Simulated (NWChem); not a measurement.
Correlation energy of NO (+1)

```
N
O 1 1.0599
```
Charge +1, spin multiplicity 1.

Program: NWChem. All single points use one geometry, from PBE0/def2-SVP, a minimum by its harmonic frequencies.

Basis set: STO-3G. Each correlation energy counts from its own Hartree-Fock reference.

The correlated methods keep 2 core orbitals frozen. The structure started from a generated list of species. Coupled-cluster values serve here as a point of comparison, not as the truth.

Q: Order these methods by the correlation energy they give, lowest first: MP2, SCS-MP2, CCSD, CCSD+T(CCSD).

A: CCSD+T(CCSD) (-168.6 mHa), MP2 (-166.2 mHa), CCSD (-163.0 mHa), SCS-MP2 (-161.3 mHa)
